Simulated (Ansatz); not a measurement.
# Sn2Pb: from a trial structure to a relaxed crystal

All numbers below come from DFT PBE, scalar-relativistic, plane waves, PAW (Ansatz). Cutoff 420 eV, Γ-centred k mesh, Gaussian smearing, no spin polarisation in the final step.

Sn2Pb was placed on the MoSi2 (C11b) structure type (I4/mmm, No. 139), with Pb in place of Mo, Sn in place of Si, at a guessed volume.

```yaml
crystal:
  lattice:
    - [-2.00735, 2.00735, 4.92429]
    - [2.00735, -2.00735, 4.92429]
    - [2.00735, 2.00735, -4.92429]
  atoms:
    - { symbol: Sn, position: [0.66500, 0.66500, 0.00000] }
    - { symbol: Sn, position: [0.33500, 0.33500, 0.00000] }
    - { symbol: Pb, position: [0.00000, 0.00000, 0.00000] }
```

Cell and atoms relax at zero pressure; the relaxation can't lower the symmetry of the start. After a coarse first stage the cell is made exact in the group found at 0.06 Å.

The zero of energy is the elements' standard structures at the same level; no fitted shifts are applied.

(1) What does it relax into?

(2) What are its volume, energy, density and gap?

Results:

(1) It keeps I4/mmm (No. 139). The result has the MoSi2 (C11b) structure. Conventional cell: a = 4.017 Å, c = 10.899 Å. Sn is coordinated by 4 Sn at 3.25 Å, 5 Pb at 3.44–3.51 Å and 5 Sn at 3.87–4.02 Å; Pb is coordinated by 10 Sn at 3.44–3.51 Å and 4 Pb at 4.02 Å.

```
Sn Pb
1.0
    -2.00875    2.00875    5.44934
     2.00875   -2.00875    5.44934
     2.00875    2.00875   -5.44934
Sn Pb
2 1
Direct
  0.67776 0.67776 0.00000
  0.32224 0.32224 0.00000
  0.00000 0.00000 0.00000
```

(2) The volume per atom is 29.32 Å³. The density is 8.39 g/cm³ and the energy over the elements is 0.06 eV/atom. The gap on the 16×16×16 mesh is 0 eV (a metal).

The final run used a 16×16×16 mesh on its 3-atom cell and 0.10 eV smearing. For metals, differences of a few meV/atom aren't resolved. Spin–orbit coupling is left out. Symmetry constrained the relaxation, so the result can be a saddle point. The steps took about 7 core-minutes in all.